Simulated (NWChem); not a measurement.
**[C4H5]− (SMILES C#CC[CH2-]) at 6 levels**

We compute a comparison of 6 runs (HF/def2-SVP, M06-2X/def2-TZVP, BP86/STO-3G, PBE0/def2-SVP, SVWN5/pcseg-2, CCSD(T)/3-21G) of [C4H5]−. 

Program for the calculation: NWChem 7.3.0.

## Step 1: The structure to begin with

The species is [C4H5]− (9 atoms), meant as a singlet with charge -1. As SMILES, `C#CC[CH2-]`. Geometry: relaxed at GFN2-xTB. This is one conformer, not always the lowest.

Bond lengths: C1–C2 1.209 Å, C2–C3 1.458 Å, C3–C4 1.526 Å, C1–H5 1.056 Å, C3–H6 1.104 Å, C3–H7 1.105 Å, C4–H8 1.123 Å, C4–H9 1.122 Å. Some angles: C1–C2–C3 170.4°, C2–C3–C4 111.7°, C2–C1–H5 172.1°, C2–C3–H6 108.6°, C2–C3–H7 108.6°, C4–C3–H6 110.2°, C4–C3–H7 110.2°, C3–C4–H8 107.9°, C3–C4–H9 107.8°, H6–C3–H7 107.4°.

## Step 2: Energy and forces at HF/def2-SVP (run 1)

Input file m1.nw:

```
start m1
title "C4H5 hf"
memory total 2200 mb
charge -1

geometry units angstroms noautosym nocenter noautoz
  C    -0.793330    0.981490   -1.538910
  C     0.013750    0.614300   -0.717110
  C     0.805880    0.031760    0.359640
  C     0.003330   -0.987450    1.162920
  H    -1.590440    1.207610   -2.194140
  H     1.699260   -0.446940   -0.078710
  H     1.157140    0.845870    1.018350
  H    -0.372310   -1.769820    0.450330
  H    -0.923290   -0.476820    1.537620
end

basis spherical bse
  * library def2-SVP
end

scf
  thresh 1e-08
  maxiter 80
  print medium
end

task scf gradient
```

Run with:

```sh
nwchem m1.nw > m1.out
```

Log:

```text
[...]
  functions       =    81
[...]
  wavefunction    = RHF
[...]
         Total SCF energy =   -154.086895975326
      One-electron energy =   -403.270819517481
      Two-electron energy =    153.064866103195
 Nuclear repulsion energy =     96.119057438960
        Time for solution =      8.9s
[...]
                         RHF ENERGY GRADIENTS
    atom               coordinates                        gradient
                 x          y          z           x          y          z
   1 C      -1.499176   1.854747  -2.908118   -0.017299   0.004469  -0.013297
   2 C       0.025984   1.160859  -1.355141    0.025120  -0.012381   0.026309
   3 C       1.522892   0.060018   0.679621   -0.009916   0.002666  -0.007794
   4 C       0.006293  -1.866010   2.197600    0.007754   0.014997  -0.013559
   5 H      -3.005496   2.282052  -4.146323    0.002697  -0.003635   0.005555
   6 H       3.211136  -0.844594  -0.148740    0.001936  -0.004650  -0.001859
   7 H       2.186678   1.598463   1.924402   -0.001078   0.002844   0.004543
   8 H      -0.703564  -3.344475   0.851000   -0.002639  -0.007021  -0.003913
   9 H      -1.744765  -0.901059   2.905680   -0.006573   0.002710   0.004017
[...]
```

Run time: 11 s. Hardware: 1 thread of Intel Xeon Platinum 8375C at 2.90GHz (Ice Lake), shared host; peak memory 0.1 GiB.

## Step 3: Energy and gradient at M06-2X/def2-TZVP (run 2)

Input file run.py:

```python
from ase import Atoms
from ase.calculators.nwchem import NWChem

atoms = Atoms('CCCCHHHHH', positions=[
    [-0.793330, 0.981490, -1.538910],
    [0.013750, 0.614300, -0.717110],
    [0.805880, 0.031760, 0.359640],
    [0.003330, -0.987450, 1.162920],
    [-1.590440, 1.207610, -2.194140],
    [1.699260, -0.446940, -0.078710],
    [1.157140, 0.845870, 1.018350],
    [-0.372310, -1.769820, 0.450330],
    [-0.923290, -0.476820, 1.537620],
])

calc = NWChem(
    label='job',
    theory='dft',
    memory='2200 mb',
    basis='def2-TZVP',
    basispar='spherical bse',
    charge=-1,
    dft={'xc': 'm06-2x', 'mult': '1', 'grid': 'fine', 'convergence': 'energy 1e-08', 'iterations': '100', 'mulliken': None, 'print': 'low'},
)
atoms.calc = calc

forces = atoms.get_forces()
e = atoms.get_potential_energy()
print(f"E = {e:.6f} eV")
print("forces (eV/A):")
for s, f in zip(atoms.symbols, forces):
    print(f"{s:2s} {f[0]:10.5f} {f[1]:10.5f} {f[2]:10.5f}")
```

Run with:

```sh
export ASE_NWCHEM_COMMAND="nwchem PREFIX.nwi > PREFIX.nwo"
python run.py
```

Log:

```text
E = -4225.318801 eV
forces (eV/A):
C     0.17268    0.09019   -0.03476
C    -0.32879    0.12485   -0.28791
C     0.37332   -0.02797    0.20826
C    -0.68201   -0.55423    0.29650
H    -0.13467    0.11025   -0.19443
H    -0.13539    0.22096    0.11102
H     0.02530   -0.17427   -0.22667
H     0.21854    0.43765    0.33867
H     0.49103   -0.22744   -0.21062
```

The calculator wrote job.nwi:

```
title "job"

permanent_dir job

scratch_dir job

start job

geometry units angstrom nocenter noautosym noautoz
  C  -7.9332999999999998e-01 9.8148999999999997e-01 -1.5389100000000000e+00
  C  1.3750000000000000e-02 6.1429999999999996e-01 -7.1711000000000003e-01
  C  8.0588000000000004e-01 3.1759999999999997e-02 3.5964000000000002e-01
  C  3.3300000000000001e-03 -9.8745000000000005e-01 1.1629200000000000e+00
  H  -1.5904400000000001e+00 1.2076100000000001e+00 -2.1941400000000000e+00
  H  1.6992600000000000e+00 -4.4694000000000000e-01 -7.8710000000000002e-02
  H  1.1571400000000001e+00 8.4587000000000001e-01 1.0183500000000001e+00
  H  -3.7230999999999997e-01 -1.7698199999999999e+00 4.5033000000000001e-01
  H  -9.2329000000000006e-01 -4.7682000000000002e-01 1.5376200000000000e+00
end

charge -1

memory 2200 mb

basis spherical bse noprint
   * library def2-TZVP
end

dft
  xc m06-2x
  mult 1
  grid fine
  convergence energy 1e-08
  iterations 100
  mulliken
  print low
end

task dft gradient
```

job.nwo:

```text
Northwest Computational Chemistry Package (NWChem) 7.3.0
             --------------------------------------------------------

           Job information
           ---------------

    nwchem branch   = 7.3.0
    use scalapack   = T
    input           = job.nwi
    prefix          = job.
    data base       = job/job.db
    status          = startup
    nproc           =        1

           Memory information
           ------------------

    heap     =     72089596 doubles =      550.0 Mbytes
    stack    =     72089601 doubles =      550.0 Mbytes
    global   =    144179200 doubles =     1100.0 Mbytes (distinct from heap & stack)
    total    =    288358397 doubles =     2200.0 Mbytes
    verify   = yes
    hardfail = no

           Directory information
           ---------------------

  0 permanent = job
  0 scratch   = job

                                NWChem Input Module
                                -------------------

                                        job
                                        ---

[... 24 lines left out ...]
            Nuclear Dipole moment (a.u.)
[... 74 lines left out ...]
   convergence    iter        energy       DeltaE   RMS-Dens  Diis-err    time
[... 15 lines left out ...]
         Total DFT energy =     -155.277603181985
      One electron energy =     -403.750115240196
           Coulomb energy =      175.962854912735
    Exchange-Corr. energy =      -23.609400293485
 Nuclear repulsion energy =       96.119057438960
[... 17 lines left out ...]
     -------------------------------------------
      Total Density - Lowdin Population Analysis
     -------------------------------------------

    Atom       Charge   Shell Charges
 -----------   ------   -------------------------------------------------------
    1 C    6     6.24   0.91  1.03  0.37  0.38  0.20  1.12  1.34  0.72  0.01  0.12  0.03
    2 C    6     6.14   0.91  1.03  0.37  0.35  0.17  1.07  1.20  0.61  0.02  0.36  0.05
    3 C    6     6.38   0.91  1.04  0.34  0.32  0.17  1.11  1.35  0.64  0.03  0.44  0.04
[... 5 lines of this table left out ...]
    9 H    1     0.93   0.25  0.41  0.21  0.06

                         DFT ENERGY GRADIENTS

    atom               coordinates                        gradient
                 x          y          z           x          y          z
   1 C      -1.499176   1.854747  -2.908118   -0.003358  -0.001754   0.000676
   2 C       0.025984   1.160859  -1.355141    0.006394  -0.002428   0.005599
   3 C       1.522892   0.060018   0.679621   -0.007260   0.000544  -0.004050
[... 5 lines of this table left out ...]
   9 H      -1.744765  -0.901059   2.905680   -0.009549   0.004423   0.004096

 Task  times  cpu:      127.6s     wall:      127.6s
 Total times  cpu:      127.6s     wall:      127.6s
```

Wall time 2.2 min (1 thread of Intel Xeon Platinum 8375C at 2.90GHz (Ice Lake), shared host); peak memory 0.14 GiB.

## Step 4: Energy and gradient at BP86/STO-3G (run 3)

Input file mymol.nw:

```
start mymol
memory 2200 mb
charge -1

geometry noautosym nocenter noautoz
  C       -0.793330       0.981490      -1.538910
  C        0.013750       0.614300      -0.717110
  C        0.805880       0.031760       0.359640
  C        0.003330      -0.987450       1.162920
  H       -1.590440       1.207610      -2.194140
  H        1.699260      -0.446940      -0.078710
  H        1.157140       0.845870       1.018350
  H       -0.372310      -1.769820       0.450330
  H       -0.923290      -0.476820       1.537620
end

basis "ao basis" spherical bse
  * library STO-3G
end

dft
  xc becke88 perdew86
  grid xfine
  convergence energy 1e-08
  iterations 100
  mulliken
  noprint "final vectors analysis"
end

task dft gradient
```

Run with:

```sh
nwchem mymol.nw > mymol.out
```

Log:

```text
[...]
          Wavefunction type:  closed shell.
          No. of atoms     :     9
          No. of electrons :    30
[...]
          Charge           :    -1
          Spin multiplicity:     1
[...]
          AO basis - number of functions:    25
[...]
              XC Information
              --------------
                    Becke 1988 Exchange Functional  1.000
                Perdew 1981 Correlation Functional  1.000 local
                Perdew 1986 Correlation Functional  1.000 non-local
[...]
 d= 0,ls=0.0,diis     1   -153.1292425169 -2.49D+02  1.49D-01  5.41D-01     2.3
[...]
 d= 0,ls=0.0,diis    11   -153.2296700797 -4.37D-09  5.37D-06  5.06D-09    14.3
         Total DFT energy =     -153.229670079743
      One electron energy =     -404.413826959258
           Coulomb energy =      179.076460719676
    Exchange-Corr. energy =      -24.011361279121
 Nuclear repulsion energy =       96.119057438960
[...]
      Total Density - Mulliken Population Analysis
     ---------------------------------------------
    Atom       Charge   Shell Charges
 -----------   ------   -------------------------------------------------------
    1 C    6     6.28   1.99  1.10  3.19
    2 C    6     6.11   1.99  1.16  2.95
    3 C    6     6.18   1.99  1.19  2.99
    4 C    6     6.38   1.99  1.36  3.03
    5 H    1     0.97   0.97
    6 H    1     0.97   0.97
    7 H    1     0.97   0.97
    8 H    1     1.07   1.07
    9 H    1     1.07   1.07
[...]
  wavefunction    = closed shell
                         DFT ENERGY GRADIENTS
    atom               coordinates                        gradient
                 x          y          z           x          y          z
   1 C      -1.499176   1.854747  -2.908118    0.016860  -0.012039   0.022492
   2 C       0.025984   1.160859  -1.355141   -0.015260  -0.010962   0.005447
   3 C       1.522892   0.060018   0.679621   -0.004238   0.020738  -0.026261
   4 C       0.006293  -1.866010   2.197600    0.003380   0.018095  -0.019462
   5 H      -3.005496   2.282052  -4.146323    0.017999  -0.002482   0.011670
   6 H       3.211136  -0.844594  -0.148740   -0.012223   0.001927   0.005413
   7 H       2.186678   1.598463   1.924402   -0.007000  -0.010353  -0.004942
   8 H      -0.703564  -3.344475   0.851000    0.000282  -0.002857   0.002654
   9 H      -1.744765  -0.901059   2.905680    0.000199  -0.002066   0.002988
[...]
```

Run time: 17 s. Hardware: 1 thread of Intel Xeon Platinum 8375C at 2.90GHz (Ice Lake), shared host; peak memory 0.14 GiB.

Runs 4 to 5 aren't shown in full; the table further down has their settings and results.

## Step 5: A single-point energy at CCSD(T)/3-21G (run 6)

Input file nw.xyz:

```xyz
9

C     -0.793330     0.981490    -1.538910
C      0.013750     0.614300    -0.717110
C      0.805880     0.031760     0.359640
C      0.003330    -0.987450     1.162920
H     -1.590440     1.207610    -2.194140
H      1.699260    -0.446940    -0.078710
H      1.157140     0.845870     1.018350
H     -0.372310    -1.769820     0.450330
H     -0.923290    -0.476820     1.537620
```

Input file nw.nw:

```
start nw
memory stack 880 mb heap 220 mb global 1100 mb
charge -1
geometry noautosym nocenter noautoz
  load nw.xyz
end
basis spherical bse
  * library 3-21G
end
scf
  thresh 1e-08
  maxiter 80
  print medium
end
ccsd
  freeze core 4
  maxiter 60
end
task ccsd(t)
```

Run with:

```sh
nwchem nw.nw > nw.out
```

Log:

```text
[...]
  functions       =    46
[...]
  wavefunction    = RHF
[...]
         Total SCF energy =   -153.328570141088
      One-electron energy =   -402.458202324307
      Two-electron energy =    153.010574744259
 Nuclear repulsion energy =     96.119057438960
        Time for solution =      2.0s
[...]
 Total MP2 energy:           -153.687847375105804
[...]
             energy      energy      error      ampl     ampl      Block
                                                time     time      time
[...]
 Total CCSD energy:           -153.720633057357617
[...]
 Total CCSD+T(CCSD) energy:           -153.734756361887293
[...]
 Total CCSD(T) energy:                -153.733841532901039
[...]
```

Wall time 21 s (1 thread of Intel Xeon Platinum 8375C at 2.90GHz (Ice Lake), shared host); peak memory 0.12 GiB.

## Step 6: Overview of the runs

```tsv
run	level	iteration cap	module	energy (Eh)	HOMO energy (eV)	LUMO energy (eV)	HOMO–LUMO gap (eV)	wall time
1	HF/def2-SVP	80	scf	-154.086896	-0.68	9.41	10.09	11 s
2	M06-2X/def2-TZVP	100	dft	-155.277603	–	–	–	2.2 min
3	BP86/STO-3G	100	dft	-153.229670	–	–	–	17 s
4	PBE0/def2-SVP	100	dft	-154.968789	2.08	6.55	4.47	58 s
5	SVWN5/pcseg-2	100	dft	-153.895945	2.17	4.11	1.94	2.6 min
6	CCSD(T)/3-21G	80	ccsd(t)	-153.733842	-0.18	11.09	11.26	21 s
```

## Step 7: Results

| quantity | value |
| --- | --- |
| run 6: total energy | -153.73384 Eh |
| run 6: HOMO energy (Hartree–Fock orbitals) | -0.18 eV |
| run 6: LUMO energy (Hartree–Fock orbitals) | 11.09 eV |
| run 6: HOMO–LUMO gap (to an unbound level, set by the basis) | 11.26 eV |
| run 6: correlation energy (4 core orbitals frozen) | -405.3 mEh |
| run 6: (T) correction | -13.21 mEh |

In words: Over runs 1, 4, 5 the HOMO–LUMO gap runs from 1.94 eV (SVWN5/pcseg-2) to 10.09 eV (HF/def2-SVP). The two ends differ in method and basis. The empty levels of an anion lie above zero and hang on the basis. Totals of different functionals can't be ranked against each other. In runs 4, 5 the HOMO lies above zero, so the outermost electron may be held by the basis alone. In run 3 the basis is minimal, so the values are rough. All runs together took 6.5 min, the longest 2.6 min.
